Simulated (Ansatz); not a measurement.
Relaxation of C₄H₆FN (12 atoms, charge 0, multiplicity 1), to a largest force component of 0.015 eV/Å in at most 40 steps.

These are results of RKS r2SCANh/def2-SVP (Ansatz), not measurements.

```xyz
12
Properties=species:S:1:pos:R:3:forces:R:3
C 0.520 -2.080 -1.251 -2.54 4.65 -0.49
C -0.201 -1.125 -0.627 1.71 -2.00 -0.95
C -0.910 -0.207 -0.008 5.44 -0.21 0.51
F -2.147 -0.189 -0.170 -5.51 0.48 0.04
C -0.284 0.787 0.936 1.31 1.11 0.31
N -0.395 0.416 2.356 0.57 0.07 -0.30
H 0.701 -1.928 -2.319 0.48 -0.14 0.01
H 0.842 -2.917 -0.764 0.82 -2.73 1.35
H 0.825 0.892 0.698 -1.15 -0.40 0.07
H -0.677 1.822 0.786 -0.23 -0.33 -0.47
H -1.374 0.432 2.582 -0.62 -0.04 0.38
H 0.037 1.155 2.936 -0.28 -0.46 -0.45
```

Q: Where does it end, and by what steps?

A: The forces met the threshold. After 16 steps the energy has fallen by 0.685 eV; F4 moved furthest, 0.48 Å.

| step | energy less start (eV) | largest force component (eV/Å) | accepted |
| --- | --- | --- | --- |
| 0 | 0.0000 | 5.508 | yes |
| 1 | -0.5398 | 2.189 | yes |
| 2 | -0.6332 | 0.526 | yes |
| 3 | -0.6218 | 0.633 | no |
| 4 | -0.6583 | 0.293 | yes |
| 5 | -0.6733 | 0.133 | yes |
| 6 | -0.6751 | 0.273 | yes |
| 7 | -0.6799 | 0.276 | yes |
| 8 | -0.6818 | 0.172 | yes |
| 9 | -0.6830 | 0.099 | yes |
| 10 | -0.6833 | 0.100 | yes |
| 11 | -0.6840 | 0.079 | yes |
| 12 | -0.6845 | 0.044 | yes |
| 13 | -0.6844 | 0.066 | no |
| 14 | -0.6845 | 0.018 | yes |
| 15 | -0.6846 | 0.015 | yes |
| 16 | -0.6846 | 0.010 | yes |

```xyz
12
Properties=species:S:1:pos:R:3
C 0.481 -2.017 -1.392
C -0.168 -1.181 -0.624
C -0.783 -0.329 0.160
F -2.131 -0.351 0.283
C -0.170 0.752 0.986
N -0.528 0.577 2.383
H 0.701 -1.783 -2.439
H 0.826 -2.987 -1.017
H 0.922 0.698 0.869
H -0.495 1.721 0.544
H -1.542 0.599 2.471
H -0.177 1.358 2.931
```

Run time: 75 s on 2 threads of Arm Neoverse V1, with other jobs on the host, peak memory 0.28 GiB.
